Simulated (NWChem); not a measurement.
The numbers come from NWChem runs, not from measurements. System: Al (+1), charge 1, spin multiplicity 1. Level: MP2/def2-QZVP, 5 core orbitals frozen.

Part of the output:

```
             Northwest Computational Chemistry Package (NWChem) 7.3.0
             --------------------------------------------------------

                                NWChem Input Module
                                -------------------

 Scaling coordinates for geometry "geometry" by  1.889725989
 (inverse scale =  0.529177249)

                             Geometry "geometry" -> ""
                             -------------------------

 Output coordinates in angstroms (scale by  1.889725989 to convert to a.u.)

  No.       Tag          Charge          X              Y              Z
 ---- ---------------- ---------- -------------- -------------- --------------
    1 Al                  13.0000     0.00000000     0.00000000     0.00000000

 Effective nuclear repulsion energy (a.u.)       0.0000000000

            Nuclear Dipole moment (a.u.)
            ----------------------------
        X                 Y               Z
 ---------------- ---------------- ----------------
     0.0000000000     0.0000000000     0.0000000000

      Symmetry information
      --------------------

 Group name             D2h
 Group number             26
 Group order               8
 No. of unique centers     1

      Symmetry unique atoms

     1


 Summary of "ao basis" -> "" (spherical)
 ------------------------------------------------------------------------------
       Tag                 Description            Shells   Functions and Types
 ---------------- ------------------------------  ------  ---------------------
 *                         def2-qzvp                  on all atoms

 Summary of "ao basis" -> "ao basis" (spherical)
 ------------------------------------------------------------------------------
       Tag                 Description            Shells   Functions and Types
 ---------------- ------------------------------  ------  ---------------------
 Al                        def2-qzvp                22       70   9s6p4d2f1g

                                 NWChem SCF Module
                                 -----------------

  ao basis        = "ao basis"
  functions       =    70
  atoms           =     1
  closed shells   =     6
  open shells     =     0
  charge          =   1.00
  wavefunction    = RHF
  use symmetry    = T
  symmetry adapt  = T

 Summary of "ao basis" -> "ao basis" (spherical)
 ------------------------------------------------------------------------------
       Tag                 Description            Shells   Functions and Types
 ---------------- ------------------------------  ------  ---------------------
 Al                        def2-qzvp                22       70   9s6p4d2f1g

      Symmetry analysis of basis
      --------------------------

        ag         20
        au          2
        b1g         6
        b1u        10
        b2g         6
        b2u        10
        b3g         6
        b3u        10

 Forming initial guess at       0.1s

      Superposition of Atomic Density Guess
      -------------------------------------

 Sum of atomic energies:        -241.88102334

 Renormalizing density from      13.00 to     12

      Non-variational initial energy
      ------------------------------

 Total energy =    -229.908904
 1-e energy   =    -310.750393
 2-e energy   =      80.841490
 HOMO         =      -0.824624
 LUMO         =      -0.359114

      Symmetry analysis of molecular orbitals - initial
      -------------------------------------------------

 !! scf_movecs_sym_adapt:   61 vectors were symmetry contaminated

  Symmetry fudging

 !! scf_movecs_sym_adapt:   58 vectors were symmetry contaminated

  Numbering of irreducible representations:

     1 ag          2 au          3 b1g         4 b1u         5 b2g
     6 b2u         7 b3g         8 b3u

  Orbital symmetries:

     1 ag          2 ag          3 b3u         4 b2u         5 b1u
     6 ag          7 b2u         8 b1u         9 b3u        10 ag
    11 b1u        12 b3u        13 b2u        14 ag         15 ag
    16 b3g

 Starting SCF solution at       0.5s

 ----------------------------------------------
         Quadratically convergent ROHF

 Convergence threshold     :          1.000E-07
[...]
     6 ag          7 b2u         8 b3u         9 b1u        10 ag
    11 b3u        12 b2u        13 b1u        14 b3g        15 b2g
    16 b1g

             Final eigenvalues
             -----------------

              1
    1  -58.8122
    2   -5.2176
    3   -3.5226
    4   -3.5226
    5   -3.5226
    6   -0.6523
    7   -0.1951
    8   -0.1951
    9   -0.1951
   10   -0.0503
   11   -0.0193
   12   -0.0193
   13   -0.0193
   14    0.0066
   15    0.0066
   16    0.0066

                       ROHF Final Molecular Orbital Analysis
                       -------------------------------------

 Vector    4  Occ=2.000000D+00  E=-3.522648D+00  Symmetry=b2u
              MO Center=  9.4D-34,  4.0D-18, -1.7D-33, r^2= 1.3D-01
   Bfn.  Coefficient  Atom+Function         Bfn.  Coefficient  Atom+Function
  ----- ------------  ---------------      ----- ------------  ---------------
    11      0.905586  1 Al py

 Vector    5  Occ=2.000000D+00  E=-3.522648D+00  Symmetry=b1u
              MO Center= -9.7D-39, -1.4D-38, -1.4D-19, r^2= 1.3D-01
   Bfn.  Coefficient  Atom+Function         Bfn.  Coefficient  Atom+Function
  ----- ------------  ---------------      ----- ------------  ---------------
    12      0.905586  1 Al pz

 Vector    6  Occ=2.000000D+00  E=-6.522954D-01  Symmetry=ag
              MO Center=  1.2D-19,  3.5D-19, -1.9D-19, r^2= 1.9D+00
   Bfn.  Coefficient  Atom+Function         Bfn.  Coefficient  Atom+Function
  ----- ------------  ---------------      ----- ------------  ---------------
     8      0.679729  1 Al s                  7      0.393282  1 Al s
     6     -0.259722  1 Al s                  5     -0.215521  1 Al s

 Vector    7  Occ=0.000000D+00  E=-1.950806D-01  Symmetry=b2u
              MO Center=  1.5D-39,  3.3D-19, -1.4D-39, r^2= 4.2D+00
   Bfn.  Coefficient  Atom+Function         Bfn.  Coefficient  Atom+Function
  ----- ------------  ---------------      ----- ------------  ---------------
    23      0.521065  1 Al py                26      0.327600  1 Al py
    20      0.281664  1 Al py                11     -0.163954  1 Al py

 Vector    8  Occ=0.000000D+00  E=-1.950806D-01  Symmetry=b3u
              MO Center=  1.2D-17,  1.5D-32, -2.7D-32, r^2= 4.2D+00
   Bfn.  Coefficient  Atom+Function         Bfn.  Coefficient  Atom+Function
  ----- ------------  ---------------      ----- ------------  ---------------
    22      0.521065  1 Al px                25      0.327600  1 Al px
    19      0.281664  1 Al px                10     -0.163954  1 Al px

 Vector    9  Occ=0.000000D+00  E=-1.950806D-01  Symmetry=b1u
              MO Center=  7.7D-32, -2.7D-31, -1.5D-17, r^2= 4.2D+00
   Bfn.  Coefficient  Atom+Function         Bfn.  Coefficient  Atom+Function
  ----- ------------  ---------------      ----- ------------  ---------------
    24      0.521065  1 Al pz                27      0.327600  1 Al pz
    21      0.281664  1 Al pz                12     -0.163954  1 Al pz

 center of mass
 --------------
 x =   0.00000000 y =   0.00000000 z =   0.00000000

 moments of inertia (a.u.)
 ------------------
           0.000000000000           0.000000000000           0.000000000000
           0.000000000000           0.000000000000           0.000000000000
           0.000000000000           0.000000000000           0.000000000000

  Mulliken analysis of the total density
  --------------------------------------

    Atom       Charge   Shell Charges
 -----------   ------   -------------------------------------------------------
    1 Al  13    12.00   1.71  0.01  0.23  0.42  1.07  0.49  0.62  1.26  0.18  5.39  0.00  0.59  0.02 -0.00  0.00  0.00 -0.00  0.00  0.00  0.00  0.00  0.00

       Multipole analysis of the density wrt the origin
       ------------------------------------------------

     L   x y z        total         open         nuclear
     -   - - -        -----         ----         -------
     0   0 0 0      1.000000      0.000000     13.000000

     1   1 0 0      0.000000      0.000000      0.000000
     1   0 1 0     -0.000000      0.000000      0.000000
     1   0 0 1     -0.000000      0.000000      0.000000

     2   2 0 0     -5.760547      0.000000      0.000000
     2   1 1 0      0.000000      0.000000      0.000000
     2   1 0 1     -0.000000      0.000000      0.000000
     2   0 2 0     -5.760547      0.000000      0.000000
     2   0 1 1      0.000000      0.000000      0.000000
     2   0 0 2     -5.760547      0.000000      0.000000

                   NWChem MP2 Semi-direct Energy/Gradient Module
                   ---------------------------------------------

  Basis functions       =     70
  Molecular orbitals    =     70
  Frozen core           =      5
  Frozen virtuals       =      0
  Active alpha occupied =      1
  Active beta occupied  =      1
  Active alpha virtual  =     64
  Active beta virtual   =     64
  Use MO symmetry       = T
  Use skeleton AO sym   = T

  AO/Fock/Back tols     =   1.0D-09  1.0D-09  1.0D-09

 GA uses MA = F    GA memory limited = T

 Available:
  local mem=  1.26D+08
 global mem=  1.44D+08
 local disk=  0.00D+00
  mp2_memr nvloc                    64
  nvloc new                    64
   1 passes of   1:        6291456                      15283                    549192.
   1 passes of   1: M    126152561           G      144169400           F     119861105.

 Semi-direct pass number   1 of   1  for RHF alpha+beta  at        0.7s
  vrange nnbf                  2485
  mp2_eaftype                    10  avail_ma_in_mb                  1099
 EAF : mp2_eaftype filesize          10     274596.
  mp2_eaf for mointskh                     10
Node 0 wrote      1.3 Mb in      0.0 s     Agg I/O rate:  1285.1 Mb/s
 Done moints_semi at        1.5s
  mp2_eaftype                    10  avail_ma_in_mb                  1089
 EAF : mp2_eaftype filesize          10     274596.
  mp2_eaf for kh                    10
 Done maket at        1.5s
 Done multipass loop at        1.5s

          -------------------------------------------
          SCF energy                -241.674544601311
          Correlation energy          -0.029404799111
          Singlet pairs               -0.029404799111
          Triplet pairs                0.000000000000
          Total MP2 energy          -241.703949400423
          -------------------------------------------

          ---------------------------------------------------
                    Spin Component Scaled (SCS) MP2
          Same spin pairs                      0.000000000000
          Same spin scaling factor             0.333333333333
          Opposite spin pairs                 -0.029404799111
          Opposite spin scaling fact.          1.200000000000
          SCS-MP2 correlation energy          -0.035285758933
          Total SCS-MP2 energy              -241.709830360245
          ---------------------------------------------------

 -----------------------
 Performance information
 -----------------------

 Timer overhead =  9.54D-08 seconds/call

               Nr. of calls         CPU time (s)                 Wall time (s)                GFlops
             ---------------    -------------------     ------------------------------   -------------------
Name         Min   Avg   Max    Min     Avg     Max     Min     Avg     Max   Mx/calls   Min     Max     Sum
mp2: moin     1     1     1   0.82    0.82    0.82     0.82    0.82    0.82    0.82      0.0     0.0     0.0
mp2: make     1     1     1   1.38E-3 1.38E-3 1.38E-3  1.38E-3 1.38E-3 1.38E-3 1.38E-3   0.0     0.0     0.0
mp2: tota     1     1     1   0.89    0.89    0.89     0.89    0.89    0.89    0.89      0.0     0.0     0.0

 The average no. of pstat calls per process was 3.00D+00
 with a timing overhead of 2.86D-07s

 Task  times  cpu:        1.5s     wall:        1.5s

 Total times  cpu:        1.5s     wall:        1.5s
```

**Question.** Write an NWChem input that would produce this output.

**Answer.** Several could match; the one computed here: 
```
start mol
memory heap 200 mb stack 900 mb global 1100 mb
charge 1
geometry units angstroms nocenter noautoz
  Al     0.000000     0.000000     0.000000
  symmetry group D2h
end
basis spherical
  * library def2-qzvp
end
scf
  rhf
  nopen 0
  maxiter 100
  thresh 1e-7
  semidirect memsize 60000000 filesize 0
end
mp2
  freeze core 5
end
task mp2 energy
```
